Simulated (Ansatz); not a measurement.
# CSi2: the cost of one run

Method: DFT B3LYP, Gaussian basis 6-31g*, and further levels as typed in the inputs, in Ansatz 0.2.0.

### 1 The system as given

Bond lengths: C1–Si2 1.693 Å, C1–Si3 1.693 Å. Angles: Si2–C1–Si3 115.0°.

As a file:

```xyz
3

C     0.0000    0.0000    0.0000
Si    1.4279    0.0000    0.9096
Si   -1.4279    0.0000    0.9096
```

### 2 Relaxing the atoms: CSi2

The input, input.yaml:

```yaml
relax:
  f_tol: 0.0005
  max_steps: 200
crystal:
  periodic: [false, false, false]
  atoms:
    - { symbol: C, position_ang: [0.0, 0.0, 0.0] }
    - { symbol: Si, position_ang: [1.42786, 0.0, 0.90965] }
    - { symbol: Si, position_ang: [-1.42786, 0.0, 0.90965] }
basis:
  gaussian: { orbitals: "6-31g*" }
hamiltonian:
  xc: { name: B3LYP }
```

Launch:

```console
> ansatz run input.yaml --threads 4 --pin off --max-ram 14336MiB --backend cpu --events-out ev --progress --plain --runs-dir out
```

Q: Estimate wall time and peak memory on 4 threads of Intel Xeon Platinum 8488C (Sapphire Rapids), shared host.

About 3.6 s, with a peak of 0.12 GiB.
